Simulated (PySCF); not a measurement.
## BH⁺: energy against distance

Set-up: basis B def2-TZVP, H def2-TZVP; no relativity; PySCF 2.14. Energies in eV from B⁺ + H in their ground configurations at the same level. State: ²Σ⁺ (doublet), unpaired electrons σ ↑.

```csv
R (Å),PBE0
1.040,-2.194
1.088,-2.423
1.137,-2.555
1.173,-2.605
1.209,-2.620
1.245,-2.606
1.294,-2.552
1.354,-2.441
1.427,-2.266
1.523,-1.997
```

Q: Put a parabola through the three lowest points of the PBE0 curve and estimate Re, k and ωe (reduced mass 0.9233 u; 1 eV/Å² = 0.16022 mdyn/Å; ωe = 1302.8·√(k/μ) cm⁻¹).

A: Through R = 1.173, 1.209, 1.245 Å the second-order coefficient is 11.2 eV/Å², so Re ≈ 1.210 Å, k ≈ 3.59 mdyn/Å and ωe ≈ 2567 cm⁻¹. A polynomial fit of higher order to the unrounded PBE0 energies gives Re = 1.208 Å, k = 3.49 mdyn/Å, ωe = 2534 cm⁻¹; anharmonicity and rounding make the difference.

The higher-order fit for each curve: PBE0: Re = 1.208 Å, ωe = 2534 cm⁻¹, De = 2.62 eV.

For an ion De counts to the pair picked by the measured ionisation energies or electron affinities, which need not be the lowest pair at this level. The state was picked by a PBE0 search and need not be the measured ground state.
